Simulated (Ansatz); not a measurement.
## [OH···H···CH₃], doublet: transfer scan

Starting geometry:

```yaml
atoms:
  - { symbol: O, position_ang: [-1.2076, -0.0283, 0.0000] }
  - { symbol: H, position_ang: [-1.4569, 0.8983, 0.0000] }
  - { symbol: H, position_ang: [-0.2481, -0.0283, 0.0000] }
  - { symbol: C, position_ang: [1.3994, -0.0283, 0.0000] }
  - { symbol: H, position_ang: [1.3994, -1.1083, 0.0000] }
  - { symbol: H, position_ang: [1.3994, 0.5118, 0.9353] }
  - { symbol: H, position_ang: [1.3994, 0.5118, -0.9353] }
```

From there atom H3 is moved from one fragment to the other while all else, the fragments' distance too, stays fixed; atoms are numbered as listed. Energies are in kJ/mol, counted from the starting geometry at the same level. Kohn–Sham curves are unrestricted where that lies lower.

Basis cc-pVDZ; Ansatz 0.2.0. Correlated methods freeze the noble-gas cores. R marks a restricted (for open shells ROHF) determinant, U an unrestricted one.

Full CI isn't at hand for all of this; UCCSDT(Q) serves as the reference, and is uncertain by the last step of the cluster series or more.

```
distance O1-H3 (Å)  RPA-PBE
             0.960      0.0
             1.039      8.0
             1.198     50.5
             1.358     77.7
             1.517    100.9
```

Q: Estimate the UCCSDT(Q) curve in cc-pVDZ from this one, knowing how RPA-PBE differs from it in such a basis.

A: The computed UCCSDT(Q) values, in kJ/mol from the starting point, and the difference of RPA-PBE against them:
```csv
distance O1-H3 (Å),UCCSDT(Q),RPA-PBE less UCCSDT(Q)
0.960,0.0,0.0
1.039,11.1,-3.1
1.198,64.9,-14.4
1.358,101.5,-23.8
1.517,120.6,-19.7
```

The difference spans 23.8 kJ/mol and is largest, -23.8 kJ/mol, at 1.358 Å.

In so small a basis both RPA and the reference are far from their limits and near them at different rates, so the difference would change in a larger set.
